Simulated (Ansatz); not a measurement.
# CH₂B (quartet): CAM-B3LYP, wB97M-V over a scan of the distance B1–H3, cc-pVDZ

How well do these functionals follow the top wave-function level for CH₂B (quartet) over a scan of the distance B1–H3?

Computed with Ansatz 0.2.0, Gaussian basis. Level: cc-pVDZ, all electrons in the functionals.

Plan: CAM-B3LYP, wB97M-V, at 0.951 Å; 1.104 Å; 1.204 Å; 1.329 Å; 1.461 Å; 1.635 Å; 1.897 Å; 2.230 Å; 2.710 Å; 3.278 Å; 4.097 Å.

16 further runs of the same task are left out: 1 for a mislabelled method, 11 that didn't finish, 4 set aside as unsound or not needed.

## 1. The geometry

The geometry derives from a PBE0/def2-TZVP stationary point (not a proven minimum). One bond is set to the value named and the two fragments are kept rigid.

4 atoms, charge 0, spin multiplicity 4.

Atoms are counted from 1 here; the program's logs count them from 0.

Bond lengths: B1–C2 1.527 Å, B1–H3 1.203 Å, C2–H4 1.092 Å. Angles: C2–B1–H3 121.6°, B1–C2–H4 134.8°.

No dispersion term is added; wB97M-V holds VV10 nonlocal correlation.

The geometry shown and the zero of energy belong to the point 1.204 Å. The yardstick, UCCSDT(Q), and other wave-function levels (R restricted, U unrestricted, valence and pair active spaces) come from earlier runs.

## 2. CAM-B3LYP, 0.951 Å

in.yaml reads:

```yaml
crystal:
  periodic: [false, false, false]
  atoms:
    - {symbol: B, position_ang: [0.000000, -0.096320, 0.808133]}
    - {symbol: C, position_ang: [0.000000, -0.036062, -0.717517]}
    - {symbol: H, position_ang: [0.000000, 0.693651, 1.337611]}
    - {symbol: H, position_ang: [0.000000, 0.769188, -1.455511]}
basis:
  gaussian: {orbitals: cc-pVDZ}
magnetization: {spin_polarized: true, initial_magnetization: 3}
hamiltonian: {xc: {name: CAM-B3LYP}}
```

Command:

```sh
ansatz run in.yaml --threads 1 --pin off --events-out ev --progress --plain --max-ram 2393MiB
```

The runs that follow: CAM-B3LYP, 1.104 Å; CAM-B3LYP, 1.204 Å; CAM-B3LYP, 1.329 Å; CAM-B3LYP, 1.461 Å; CAM-B3LYP, 1.635 Å; CAM-B3LYP, 1.897 Å; CAM-B3LYP, 2.230 Å; CAM-B3LYP, 2.710 Å; CAM-B3LYP, 3.278 Å; CAM-B3LYP, 4.097 Å; wB97M-V, 0.951 Å; wB97M-V, 1.104 Å; wB97M-V, 1.204 Å; wB97M-V, 1.329 Å; wB97M-V, 1.461 Å; wB97M-V, 1.635 Å; wB97M-V, 1.897 Å; wB97M-V, 2.230 Å; wB97M-V, 2.710 Å; wB97M-V, 3.278 Å; wB97M-V, 4.097 Å.

**Question.** What will the summary of the whole plan be? Wanted: span of the UCCSDT(Q) curve; largest miss, CAM-B3LYP; largest miss, wB97M-V.

As calculated:

```
                   quantity                    value
span of the UCCSDT(Q) curve            57.4 kcal/mol
    largest miss, CAM-B3LYP  +9.1 kcal/mol (4.097 Å)
      largest miss, wB97M-V  +7.2 kcal/mol (4.097 Å)
```

What this shows: Of the functionals, wB97M-V keep the smallest largest miss at the points compared (at most 7.2 kcal/mol) and CAM-B3LYP strays most (9.1 kcal/mol, at 4.097 Å). Functionals and the yardstick converge differently with the basis, so part of each miss in cc-pVDZ is the basis.
